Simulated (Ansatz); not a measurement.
# SiH4F (doublet): the correlation ladder at distance Si1–H5 along a hydrogen transfer = 1.818 Å, cc-pVDZ

One table from this session's results is given with a row withheld; the runs are named, their logs left out.

Program: Ansatz 0.2.0, Gaussian basis. Level of theory: cc-pVDZ, core rule «outside noble gas», up to 6 orbitals frozen. These are calculated values, not measurements.

Plan: UHF; CCSD(T) on ROHF; CCSD(T) on UHF; BCCD(T) on ROHF; CISD; CCSDT(Q) on ROHF; CCSDT(Q) on UHF; CASSCF and MRCISD+Q, 3 electrons in 3 orbitals; CASSCF and NEVPT2, 3 electrons in 3 orbitals; CASSCF and MRCISD+Q, 15 electrons in 12 orbitals; CASSCF and NEVPT2, 15 electrons in 12 orbitals.

### What is computed

The geometry derives from fragments relaxed apart (PBE0/def2-TZVP) and kept rigid, so it is no stationary point. A hydrogen atom is moved between rigid fragments.

6 atoms, charge 0, spin multiplicity 2.

Atoms are counted from 1 here; the program's logs count them from 0.

Bond lengths: Si1–H2 1.485 Å, Si1–H3 1.485 Å, Si1–H4 1.485 Å, H5–F6 0.900 Å. Angles: H2–Si1–H3 109.5°, H2–Si1–H4 109.5°, H3–Si1–H4 109.5°.

The first run:

Input file in.yaml:

```yaml
crystal:
  periodic: [false, false, false]
  atoms:
    - {symbol: Si, position_ang: [-1.016786, 0.000000, 0.000000]}
    - {symbol: H, position_ang: [-1.511658, 1.399708, 0.000000]}
    - {symbol: H, position_ang: [-1.511657, -0.699854, 1.212183]}
    - {symbol: H, position_ang: [-1.511658, -0.699854, -1.212183]}
    - {symbol: H, position_ang: [0.801214, 0.000000, 0.000000]}
    - {symbol: F, position_ang: [1.701214, 0.000000, 0.000000]}
basis:
  gaussian: {orbitals: cc-pVDZ}
magnetization: {spin_polarized: true, initial_magnetization: 1}
hamiltonian: {xc: hf}
output: {orbitals: {seedname: orbitals}}
```

Run with:

```console
ansatz run in.yaml --threads 1 --pin off --events-out ev --progress --plain --max-ram 2816MiB --backend cpu
```

Steps of the session up to this table: UHF; CCSD(T) on ROHF; CCSD(T) on UHF; BCCD(T) on ROHF; CISD; CCSDT(Q) on ROHF; CCSDT(Q) on UHF; CASSCF and MRCISD+Q, 3 electrons in 3 orbitals; CASSCF and NEVPT2, 3 electrons in 3 orbitals; CASSCF and MRCISD+Q, 15 electrons in 12 orbitals; CASSCF and NEVPT2, 15 electrons in 12 orbitals.

One table of the session follows, with a row left open; its other results are not shown here.

| method | from UCCSDT(Q) (kcal/mol) |
| --- | --- |
| ROHF | +214.98 |
| UHF | +213.49 |
| RMP2 | +23.43 |
| UMP2 | ? |
| CISD | +21.03 |
| RCCSD | +3.94 |
| UCCSD | +3.91 |
| RCCSD(T) | +0.79 |
| UCCSD(T) | +0.78 |
| BCCD(T) | +0.75 |
| RCCSDT | +0.30 |
| UCCSDT | +0.29 |
| RCCSDT(Q) | +0.02 |
| UCCSDT(Q) | 0 |
| CASSCF valence | +173.23 |
| NEVPT2 valence | +31.63 |
| MRCISD valence | +13.27 |
| MRCISD+Q valence | +2.04 |

Q: Estimate the row for UMP2 from the others.

**Answer.** from UCCSDT(Q) (kcal/mol): +23.51. In the column «from UCCSDT(Q) (kcal/mol)» it lies between RMP2 (+23.43) and NEVPT2 valence (+31.63).

To keep in mind: Left out of the table: CASSCF pair, NEVPT2 pair, MRCISD pair, MRCISD+Q pair (the active space lost an orbital or holds another state than full CI finds). Restricted and unrestricted rows rest on different reference determinants; where their highest levels disagree by more than a few hundredths of an eV, they describe different states and don't form one ladder. Warnings in the runs' records: passed over end.
